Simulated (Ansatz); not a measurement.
A calculation with Ansatz (development build ahead of 0.2.0).

```yaml
crystal:
  periodic: [false, false, false]
  atoms:
    - { symbol: B, position_ang: [0.0, 0.0, 0.0] }
    - { symbol: H, position_ang: [1.58705, 0.0, 0.0] }
    - { symbol: H, position_ang: [-2.45713, 0.0, 0.0] }
basis:
  gaussian: { orbitals: "6-31G" }
magnetization:
  initial_magnetization: 1
hamiltonian:
  xc: hf
correlation:
  method: fci
  frozen_orbitals: { B: 1, H: 0 }
```

The input is written out in the form of the current development build from the run's settings.

Output:

```json
{"Converged": "yes", "Total energy": "-25.64914 hartree", "State": "lowest doublet root, of any spatial symmetry"}
```
